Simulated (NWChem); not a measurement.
## Correlation energy of fluoromethane (CH3F)

```xyz
5

C      0.6088    -0.1106     0.0000
F     -0.7327     0.1332     0.0000
H      0.8879    -0.6879     0.8972
H      0.8879    -0.6879    -0.8972
H      1.1658     0.8411     0.0000
```
Charge 0, spin multiplicity 1.

Everything below was run with NWChem. The geometry was optimised at PBE0/def2-SVP, a minimum by its harmonic frequencies.

Basis set: 6-311G**. Each correlation energy counts from its own Hartree-Fock reference.

| method | correlation energy (mHa) | difference from CCSD(T) |
|---|---|---|
| CCSD+T(CCSD) | -388.6 | -0.5 |
| CCSD(T) | -388.1 | 0.0 |
| SCS-MP2 | -357.3 | +30.8 |
| CR-CCSD(T) | -386.6 | +1.4 |
| CCSD | -379.3 | +8.8 |
| MP2 | -360.3 | +27.8 |
| CR-CCSD[T] | -387.0 | +1.0 |

The values span 31.3 mHa, from CCSD+T(CCSD) (lowest) to SCS-MP2 (highest). 

The correlated methods keep 2 core orbitals frozen. The Pople sets run with spherical d functions. No row is a measurement; the coupled-cluster row has its own basis-set and correlation limits.
